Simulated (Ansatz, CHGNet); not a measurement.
Fluorite CdF₂: properties by level of theory

Reference values: lattice constant a 5.388 Å (measured, temperature not stated, copied from a table, unchecked, not corrected to a static lattice; as tabulated in Crystal Structures 1, 239 (1963)).

```
level (code)   lattice constant a (Å)  elastic constant C11 (GPa)  elastic constant C44 (GPa)  polycrystal shear modulus (GPa)
-------------  ----------------------  --------------------------  --------------------------  -------------------------------
CHGNet 0.3.0                      ___                         ___                        24.4                              ___
CHGNet-r²SCAN                   5.406                         ___                         ___                             25.0
LDA (Ansatz)                      ___                         205                        25.4                              ___
PBE (Ansatz)                      ___                         164                        15.9                             26.4
```

Question: Fill in the missing entries.

Answer: 
- CHGNet 0.3.0, lattice constant a (Å): 5.494
- CHGNet 0.3.0, elastic constant C11 (GPa): 155
- CHGNet 0.3.0, polycrystal shear modulus (GPa): 32.7
- CHGNet-r²SCAN, elastic constant C11 (GPa): 171
- CHGNet-r²SCAN, elastic constant C44 (GPa): 16.1
- LDA (Ansatz, an electronic-structure program), lattice constant a (Å): 5.297
- LDA (Ansatz), polycrystal shear modulus (GPa): 35.7
- PBE (Ansatz), lattice constant a (Å): 5.481

Machine-learned potentials (CHGNet 0.3.0, CHGNet-r²SCAN) are trained on DFT data: a solid inside that data is no test of them.

Ansatz's density-functional and Hartree–Fock values are scalar-relativistic unless marked +SOC, with PAW data made under PBE.

The computed numbers hold no vibrational or temperature effects.
